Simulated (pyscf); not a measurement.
H₂N–Ga(Cl)–Cl + H atom (H•) -> [H₂N–Ga–Cl]• + hydrogen chloride (HCl) (atom transfer; doublet surface; Cl–Ga broken, Cl–H formed). Optimised with ωB97X-D3(BJ)/def2-SVP in PySCF. Energies in kcal/mol from the separated reactants.

| level | barrier | reaction energy |
|---|---|---|
| ωB97X-D3(BJ)/def2-TZVP | … | +2.3 |
| PBE/def2-TZVP | … | … |
| r²SCAN/def2-TZVP | 7.9 | -2.4 |
| B3LYP-D3(BJ)/def2-TZVP | 7.9 | -5.0 |
| PBE0-D3(BJ)/def2-TZVP | 10.8 | -1.0 |
| M06-2X/def2-TZVP | 15.9 | -0.4 |

Problem. Fill in the missing entries.

Solution. 
- ωB97X-D3(BJ)/def2-TZVP, barrier: 17.9
- PBE/def2-TZVP, barrier: 5.2
- PBE/def2-TZVP, reaction energy: -4.0

The functionals in the table span 12.7 kcal/mol in this barrier, from PBE to ωB97X-D3(BJ)/def2-TZVP. This is the saddle that the search found; another between the same sides may lie lower. The angle at the transferred Cl is 174°. Elements up to Kr have no core potential and no relativistic terms here.
